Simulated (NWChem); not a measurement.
# A convergence study on CH5Al (SMILES [CH3][AlH2])

The species is CH5Al (7 atoms), meant as a singlet with charge 0. As SMILES, `[CH3][AlH2]`. The shape is that of a PBE0-D4/def2-TZVP optimisation.

```tsv
atom	x (Å)	y (Å)	z (Å)
C	-0.4485	-0.6956	-0.3555
Al	0.5629	0.7783	0.4247
H	-1.0631	-1.2196	0.3808
H	-1.1344	-0.3064	-1.1182
H	0.1934	-1.4255	-0.8556
H	0.0160	1.5493	1.7034
H	1.9348	1.2516	-0.2254
```

Program: NWChem 7.3.0. Method: PBE/6-31G* (spherical functions). Swept: integration grid. Watched: the total energy. Each run: NMR shieldings. Hardware: 1 thread of Intel Xeon 6975P-C (Granite Rapids), shared host.

Deviations are taken from the sweep's last point, which isn't the limit.

```json
{"integration grid": "lebedev 20 3", "energy (Eh)": "-272.554414", "from the best (mEh)": "+10737.838", "wall time": "3.9 s"}
{"integration grid": "lebedev 35 6", "energy (Eh)": "-283.292106", "from the best (mEh)": "+0.146", "wall time": "4.2 s"}
{"integration grid": "lebedev 50 8", "energy (Eh)": "-283.292273", "from the best (mEh)": "-0.021", "wall time": "4.8 s"}
{"integration grid": "lebedev 75 11", "energy (Eh)": "-283.292254", "from the best (mEh)": "-0.002", "wall time": "6 s"}
{"integration grid": "lebedev 99 14", "energy (Eh)": "-283.292252", "from the best (mEh)": "0.000", "wall time": "9.3 s"}
{"integration grid": "lebedev 150 18", "energy (Eh)": "-283.292252", "from the best (mEh)": "0.000", "wall time": "24 s"}
```

Problem. Which is the coarsest setting good to 2 mEh?

Solution. lebedev 35 6: it is 0.146 mEh off and takes 4.2 s, against 24 s for lebedev 150 18.

Problem. Which is the coarsest setting good to 0.01 mEh?

Solution. lebedev 75 11: it is 0.002 mEh off and takes 6 s, against 24 s for lebedev 150 18.
